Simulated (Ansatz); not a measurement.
Input for Ansatz (development build ahead of 0.2.0):

```yaml
crystal:
  periodic: [false, false, false]
  atoms:
    - { symbol: P, position_ang: [0.0, 0.0, 0.0] }
    - { symbol: H, position_ang: [2.43515, 0.0, 0.0] }
    - { symbol: H, position_ang: [-1.43465, 0.0, 0.0] }
basis:
  gaussian: { orbitals: "6-31G" }
magnetization:
  initial_magnetization: 3
hamiltonian:
  xc: hf
correlation:
  method: fci
  frozen_orbitals: { H: 0, P: 5 }
```

The input is written out in the form of the current development build from the run's settings.

Output:

| Property | Result |
| --- | --- |
| Converged | yes |
| Total energy | -341.77871 hartree |
| State | lowest quartet root, of any spatial symmetry |
